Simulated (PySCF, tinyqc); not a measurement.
Worked calculation (part 2 of 2): RHF in the sto-6g basis, for LiH, spin multiplicity 1. The lowest restricted solution is unstable here: a spin-polarised one lies 0.0669 hartree lower (PySCF). Computed by tinyqc, a small Python program that keeps every step (integrals from PySCF). Command: `OMP_NUM_THREADS=1 python tinyqc.py 22887 22888 out.jsonl` (the two numbers bound the seeds that draw the settings). One thread of a shared host (Intel(R) Xeon(R) Processor @ 2.60GHz), about 0.1 s of CPU time with the checks.

Geometry (angstrom):
```
atom         x         y         z
Li    0.000000  0.000000  0.000000
H     0.000000  0.000000  2.901000
```

## Iteration 3: diagonalisation and new density

extrapolated F (hartree):
```
            1Li 1s     1Li 2s   1Li 2px   1Li 2py    1Li 2pz      2H 1s
1Li 1s   -2.426210  -0.624404  0.000000  0.000000   0.011698  -0.010071
1Li 2s   -0.624404  -0.182277  0.000000  0.000000  -0.029983  -0.135197
1Li 2px   0.000000   0.000000  0.148381  0.000000   0.000000   0.000000
1Li 2py   0.000000   0.000000  0.000000  0.148381   0.000000   0.000000
1Li 2pz   0.011698  -0.029983  0.000000  0.000000   0.096376  -0.136594
2H 1s    -0.010071  -0.135197  0.000000  0.000000  -0.136594  -0.046560
```

X:
```
            1Li 1s     1Li 2s   1Li 2px   1Li 2py    1Li 2pz      2H 1s
1Li 1s    1.021981  -0.123551  0.000000  0.000000  -0.002056   0.011360
1Li 2s   -0.123551   1.029845  0.000000  0.000000   0.011987  -0.074466
1Li 2px   0.000000   0.000000  1.000000  0.000000   0.000000   0.000000
1Li 2py   0.000000   0.000000  0.000000  1.000000   0.000000   0.000000
1Li 2pz  -0.002056   0.011987  0.000000  0.000000   1.017699  -0.110535
2H 1s     0.011360  -0.074466  0.000000  0.000000  -0.110535   1.025490
```

Diagonalise F' = X^T F X, C = X C', fill 2 alpha and 2 beta electrons from the bottom; D = 2 C_occ C_occ^T. Each column has its largest component positive (the first on a tie).

F' = X^T F X (hartree):
```
           1          2         3         4          5          6
1  -2.379062  -0.338957  0.000000  0.000000   0.011017   0.023443
2  -0.338957  -0.051683  0.000000  0.000000  -0.006823  -0.133686
3   0.000000   0.000000  0.148381  0.000000   0.000000   0.000000
4   0.000000   0.000000  0.000000  0.148381   0.000000   0.000000
5   0.011017  -0.006823  0.000000  0.000000   0.129548  -0.150040
6   0.023443  -0.133686  0.000000  0.000000  -0.150040   0.002804
```

orbital energies (hartree): MO1 -2.427471, MO2 -0.180245, MO3 0.058641, MO4 0.148381, MO5 0.148381, MO6 0.250681

coefficients C:
```
               MO1        MO2        MO3       MO4        MO5        MO6
1Li 1s    0.994294  -0.143181  -0.207725  0.000000   0.000000  -0.087021
1Li 2s    0.023118   0.547978   0.803967  0.000000   0.000000   0.366548
1Li 2px   0.000000   0.000000   0.000000  0.181694   0.983355   0.000000
1Li 2py   0.000000   0.000000   0.000000  0.983355  -0.181694   0.000000
1Li 2pz  -0.004198   0.301487  -0.537110  0.000000   0.000000   0.817728
2H 1s    -0.000906   0.663689  -0.314061  0.000000   0.000000  -0.728288
```

D after iteration 3:
```
            1Li 1s     1Li 2s   1Li 2px   1Li 2py    1Li 2pz      2H 1s
1Li 1s    2.018242  -0.110947  0.000000  0.000000  -0.094683  -0.191857
1Li 2s   -0.110947   0.601628  0.000000  0.000000   0.330222   0.727332
1Li 2px   0.000000   0.000000  0.000000  0.000000   0.000000   0.000000
1Li 2py   0.000000   0.000000  0.000000  0.000000   0.000000   0.000000
1Li 2pz  -0.094683   0.330222  0.000000  0.000000   0.181824   0.400195
2H 1s    -0.191857   0.727332  0.000000  0.000000   0.400195   0.880968
```

Within a degenerate level the vectors are fixed only up to a rotation; this is one choice.

## Iteration 9 (converged): orbitals

converged F (hartree):
```
            1Li 1s     1Li 2s   1Li 2px   1Li 2py    1Li 2pz      2H 1s
1Li 1s   -2.421492  -0.622919  0.000000  0.000000   0.011223  -0.009916
1Li 2s   -0.622919  -0.185893  0.000000  0.000000  -0.030201  -0.135094
1Li 2px   0.000000   0.000000  0.149807  0.000000   0.000000   0.000000
1Li 2py   0.000000   0.000000  0.000000  0.149807   0.000000   0.000000
1Li 2pz   0.011223  -0.030201  0.000000  0.000000   0.102315  -0.131910
2H 1s    -0.009916  -0.135094  0.000000  0.000000  -0.131910  -0.051186
```

As before.

F' = X^T F X (hartree):
```
           1          2         3         4          5          6
1  -2.374560  -0.337517  0.000000  0.000000   0.010597   0.023481
2  -0.337517  -0.055875  0.000000  0.000000  -0.007377  -0.132835
3   0.000000   0.000000  0.149807  0.000000   0.000000   0.000000
4   0.000000   0.000000  0.000000  0.149807   0.000000   0.000000
5   0.010597  -0.007377  0.000000  0.000000   0.134585  -0.145222
6   0.023481  -0.132835  0.000000  0.000000  -0.145222  -0.003087
```

orbital energies (hartree): MO1 -2.422736, MO2 -0.181182, MO3 0.058858, MO4 0.149807, MO5 0.149807, MO6 0.246123

coefficients C:
```
               MO1        MO2        MO3       MO4        MO5        MO6
1Li 1s    0.994313  -0.145586  -0.207288  0.000000   0.000000  -0.083797
1Li 2s    0.023050   0.557054   0.803628  0.000000   0.000000   0.353378
1Li 2px   0.000000   0.000000   0.000000  0.023452   0.999725   0.000000
1Li 2py   0.000000   0.000000   0.000000  0.999725  -0.023452   0.000000
1Li 2pz  -0.003995   0.284695  -0.522463  0.000000   0.000000   0.833092
2H 1s    -0.000982   0.665830  -0.341448  0.000000   0.000000  -0.713866
```

D after iteration 9:
```
            1Li 1s     1Li 2s   1Li 2px   1Li 2py    1Li 2pz      2H 1s
1Li 1s    2.019706  -0.116361  0.000000  0.000000  -0.090840  -0.195824
1Li 2s   -0.116361   0.621682  0.000000  0.000000   0.316997   0.741762
1Li 2px   0.000000   0.000000  0.000000  0.000000   0.000000   0.000000
1Li 2py   0.000000   0.000000  0.000000  0.000000   0.000000   0.000000
1Li 2pz  -0.090840   0.316997  0.000000  0.000000   0.162134   0.379125
2H 1s    -0.195824   0.741762  0.000000  0.000000   0.379125   0.886661
```

Within a degenerate level the vectors are fixed only up to a rotation; this is one choice.

## Convergence

Stop when the energy changes by less than 1e-10 hartree and every element of the error matrix X^T (F D S - S D F) X is below 3e-06.

Course of the cycle:
```
iteration  E (hartree)     change  largest element of the error matrix
1          -7.57976501          -                             2.38e-01
2          -7.78191476  -2.02e-01                             1.21e-01
3          -7.81064257  -2.87e-02                             8.47e-03
4          -7.81095589  -3.13e-04                             4.80e-03
5          -7.81104824  -9.23e-05                             8.64e-04
6          -7.81105238  -4.15e-06                             9.72e-05
7          -7.81105241  -2.96e-08                             9.28e-06
8          -7.81105241  -3.53e-10                             3.76e-07
9          -7.81105241  -1.74e-13                             1.99e-07
```

PySCF RHF in the same basis = -7.81105241 hartree

Converged in 9 iterations.

## Populations, bond orders and dipole

overlap S:
```
           1Li 1s    1Li 2s   1Li 2px   1Li 2py   1Li 2pz     2H 1s
1Li 1s   1.000000  0.235742  0.000000  0.000000  0.000000  0.003776
1Li 2s   0.235742  1.000000  0.000000  0.000000  0.000000  0.138450
1Li 2px  0.000000  0.000000  1.000000  0.000000  0.000000  0.000000
1Li 2py  0.000000  0.000000  0.000000  1.000000  0.000000  0.000000
1Li 2pz  0.000000  0.000000  0.000000  0.000000  1.000000  0.212019
2H 1s    0.003776  0.138450  0.000000  0.000000  0.212019  1.000000
```

Mulliken: Z minus the diagonal of D S on the atom; Loewdin: the same with S^(1/2) D S^(1/2); Mayer order: 2 sum_s sum (D(s) S)_ij (D(s) S)_ji over the two atoms.

Charges (e):
```
atom   Mulliken    Loewdin
1Li    0.069001   0.066484
2H    -0.069001  -0.066484
```

Mayer bond orders:
```
pair     order
2-1   0.995239
```

dipole moment about the origin, x y z (debye): 0.000000  0.000000  -5.334965
